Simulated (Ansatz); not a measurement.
Base system: CdTe in the zinc blende structure (space group F-43m, No. 216; a = 6.619 Å).

Level of theory: PBE (Ansatz, a program for electronic structure; PAW; 420 eV plane waves; no spin-orbit coupling), earlier PAW set.

It is then changed as follows: every Cd is replaced by Be, then cell and atoms are relaxed.

Measured lattice parameter a: CdTe 6.48 Å (room temperature; as listed in M J Lucero, T M Henderson, G E Scuseria, Journal of Physics Condensed Matter (2012)); BeTe 5.626 Å (temperature not stated; as listed in Fabio Bernardini, Maria Peressi, Vincenzo Fiorentini, Phys. Rev. B (2000)).

Task: How well does PBE reproduce the measured shift?

Result: With PBE the lattice parameter a moves by -0.955 Å (6.619 → 5.664) against -0.854 Å measured.

No phonon test of stability was made.
